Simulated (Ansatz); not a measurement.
`Fc1ccc[nH]1` → 4 C• + F• + 4 H• + N•  (atomization)

Calculated with Ansatz (gas phase, PBE0-D4/def2-TZVP geometries, no zero-point term in ΔE). CCSD(T)/CBS is the MP2 limit (def2-TZVPP, def2-QZVPP) plus CCSD(T) − MP2 in def2-TZVPP, frozen cores. This one scheme is used for every species, atoms too. DFT in def2-TZVPP. HSE06 is defined as in plane-wave codes. Open shells (•) are unrestricted, without spin–orbit coupling. Spin–orbit coupling would lower the free atoms: a little for C, F.

`Fc1ccc[nH]1`:

Cartesian coordinates in Å:
```
F -1.969 -0.907 -1.117
C -0.922 -0.455 -0.445
C -0.523 -0.681 0.837
C 0.674 0.071 0.999
C 0.941 0.710 -0.179
N -0.054 0.378 -1.067
H -1.024 -1.303 1.560
H 1.272 0.130 1.895
H 1.744 1.369 -0.465
H -0.139 0.688 -2.017
```

```csv
level,ΔE (kcal/mol)
B97M-V,1080.7
CAM-B3LYP-D4,1085.9
r2SCAN,1083.9
HSE06,1094.9
CCSD/def2-TZVPP,1020.5
HF/def2-QZVPP,753.6
SCS-MP2/def2-QZVPP,1082.8
MP2/CBS(def2),1110.6
```

(1) What does CCSD(T)/CBS give? (Best estimate.)

Largest T1 diagnostic among the species: 0.011.

Answers

(1) The calculation gave: +1073.5 kcal/mol. The listed levels differ from it by 7.2, 12.4, 10.4, 21.4, -53.0, -319.9, 9.3, 37.1 kcal/mol.

From BLYP to BHLYP (50 % exact exchange), in def2-TZVPP and without D4, ΔE moves by −46.2 kcal/mol: exact exchange takes away binding that semilocal exchange gives to molecules. In def2-TZVPP, CCSD(T) changes the Hartree–Fock value by +291.4 kcal/mol (the triples alone add +23.0 kcal/mol) and MP2 by +328.5 kcal/mol; breaking electron pairs costs correlation energy, which Hartree–Fock lacks. At CCSD(T), def2-SVP lies −46.0 kcal/mol from the extrapolated value and def2-TZVPP −30.0 kcal/mol: correlation converges slowly with the basis, and small sets miss more of it in the bonded molecule than in its fragments.

For atomizations the MP2-based limit and the directly extrapolated one differ by several kJ/mol either way, and by 10 to 25 for some Ge, Se and Sn compounds, so smaller differences from it don't rank the levels.
